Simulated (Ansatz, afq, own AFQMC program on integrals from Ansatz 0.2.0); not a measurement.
AFQMC on a folder of integrals that Ansatz 0.2.0 wrote.

```yaml
crystal:
  periodic: [false, false, false]
  atoms:
    - {symbol: Ge, position_ang: [0.000000, -0.008843, 0.666646]}
    - {symbol: Al, position_ang: [0.000000, -0.026517, -1.782004]}
    - {symbol: H, position_ang: [0.000000, 1.347127, -0.341215]}
basis:
  gaussian: {orbitals: cc-pVDZ}
magnetization: {spin_polarized: true, initial_magnetization: 2}
correlation: {method: ccsd_t, electrons: outside_noble_gas, hamiltonian_folder: ham}
```

```sh
$ ansatz run in.yaml --threads 1 --pin off --events-out ev --progress --plain --max-ram 1382MiB
```

Options of the walk:

```
--method phaseless --trial hf --walkers 120 --populations 1 --least-time 40 --time-step 0.005 --steps-per-block 20 --equilibration-blocks 112 --max-blocks 600 --target-error 0.00102 --factor-cut 1e-05 --start spin_pure --seed 7509 --taylor-order 6
```

Times are imaginary, in 1/Eh. The walk had a cap of 630 s. Filled inner d shells are frozen with the cores.

Log:

```
orbitals 31  electrons 5 3  factors 237 of 554
reference energy -2317.78942312 Eh
CCSD correlation -0.14566840 Eh in 15 cycles, weight of the determinant in the CISD state 0.8542
energy of the start -2317.790494 Eh
 block  time / (1/Eh)  mean weight  energy / Eh
     1     0.100  1.0002  -2317.809152
     2     0.200  1.0005  -2317.826277
     3     0.300  1.0012  -2317.837803
     4     0.400  1.0008  -2317.848971
     5     0.500  0.9997  -2317.862757
     7     0.700  1.0004  -2317.875631
     9     0.900  0.9994  -2317.884931
    18     1.800  0.9998  -2317.913449
    52     5.200  0.9993  -2317.954915
    86     8.600  0.9998  -2317.940129
   120    12.000  0.9997  -2317.927329
   154    15.400  0.9994  -2317.940750
   188    18.800  0.9991  -2317.929999
   222    22.200  0.9988  -2317.941532
   256    25.600  0.9995  -2317.942985
   273    27.300  1.0005  -2317.960869
   290    29.000  1.0009  -2317.945159
   324    32.400  1.0012  -2317.945580
   358    35.800  1.0007  -2317.937519
   392    39.200  1.0015  -2317.939184
   426    42.600  1.0008  -2317.930391
   460    46.000  1.0001  -2317.922815
   494    49.400  1.0005  -2317.931460
   528    52.800  0.9995  -2317.947490
   562    56.200  1.0006  -2317.948715
   596    59.600  0.9974  -2317.951304
   630    63.000  1.0005  -2317.931234
   664    66.400  0.9990  -2317.955442
   698    69.800  1.0006  -2317.940899
blocks merged  error / Eh  count
     1  0.000421  600
     2  0.000565  300
     4  0.000747  150
     8  0.000961  75
    16  0.001114  37
    32  0.001323  18
    64  0.001010  9
energy -2317.940272 +/- 0.001323 Eh
(rows thinned)
```

The run passed its tests (sampling time, drift between the halves within three errors, error under three times the target), which doesn't prove that it has relaxed.

Against this walk (error 36.0 meV) on the same determinant: CCSD(T) 20.9 meV lower (within the noise), CCSDT(Q) 72.2 meV lower, a separate phaseless walk with a CISD trial and standard settings 74.7 ± 37.1 meV lower. The error is statistical and leaves out the bias of the constraint.

Cautions: constraint bias not in the error; error above the target (36.0 against 27.8 meV); no relativity below Rb; no spin-orbit coupling; inner d shell frozen; lower spins were not checked; unrestricted determinant slightly spin contaminated (⟨S²⟩ 2.07 against 2.00).

The walk took 3.4 min on 1 thread of Arm Neoverse V1, on a shared host. The log's last line is the phaseless energy.

CCSDT and higher add their correlation energy to the determinant of the CCSD(T) run, since their own runs factorise the integrals more tightly (a shift of under 2 meV). A walk keeps the symmetry of its determinant, which the program's search chose and which needn't be the lowest solution, so a lower state of the same spin and another symmetry isn't excluded.
